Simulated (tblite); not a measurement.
Input of a run (GFN2-xTB geometry optimisation, gas phase (tblite 0.8.0)), started from a force field or distance geometry:
```
{"job": {"kind": "relax", "xc": "GFN2-xTB", "basis": "xTB"}, "charge": 0, "multiplicity": 2}
C     -0.451600     0.005200    -0.042700
O      0.772100    -0.524700     0.073900
H     -1.256000    -0.709500    -0.083400
H     -0.533300     1.087900    -0.093500
H      1.477400     0.143900     0.128500
```

Output (eV, eV/Å):
```
step      E/eV     max force
  0    -207.76810    1.640
  1    -207.79374    0.812
  2    -207.80218    0.358
  3    -207.80881    0.262
  4    -207.81136    0.182
  5    -207.81188    0.048
  6    -207.81200    0.052
  7    -207.81213    0.046
  8    -207.81221    0.035
  9    -207.81224    0.013
 10    -207.81225    0.013
 11    -207.81226    0.022
 12    -207.81228    0.029
 13    -207.81230    0.026
 14    -207.81232    0.015
 15    -207.81234    0.018
 16    -207.81236    0.036
 17    -207.81245    0.084
 18    -207.81256    0.294
 19    -207.81286    0.178
 20    -207.81327    0.187
 21    -207.70578    1.468
 22    -207.81217    0.337
 23    -207.80243    0.861
 24    -207.81451    0.071
 25    -207.81483    0.073
 26    -207.79614    0.539
 27    -207.81543    0.064
 28    -207.81586    0.061
 29    -207.81574    0.127
 30    -207.81655    0.057
 31    -207.81670    0.057
 32    -207.81705    0.044
 33    -207.81727    0.029
 34    -207.81755    0.018
 35    -207.81757    0.011
 36    -207.81757    0.004
```

Summarise the run.

The energy falls by 0.049 eV over 36 L-BFGS steps, the largest force on an atom goes from 1.64 to 0.004 eV/Å, and the atoms move by 0.062 Å rms after alignment. The bond that changes most is C1–O2 (ends: carbon bonded to O and 2 H; oxygen bonded to C and H), which lengthens by 0.026 Å. Bonds longer at the end by more than 0.005 Å: 1 of 4; shorter: 3. Among the angles that change most is H3–C1–H4, from 127.1° to 121.3°. Among the dihedrals that turn most is H4–C1–O2–H5, from 2° to 19°. The energy rose by more than 1e-5 eV at steps 21, 23, 26 and 29. The first step brought 52 % of the lowering.

What are the final bond lengths?

C1–O2 1.365 Å, C1–H3 1.071 Å, C1–H4 1.074 Å, O2–H5 0.963 Å. Numbering counts from 1 in the input's order; the species is `[CH2]O` [radical].

Its GFN2-xTB frequencies are all real (lowest 386 cm⁻¹).

The numbers are calculated, not measured.
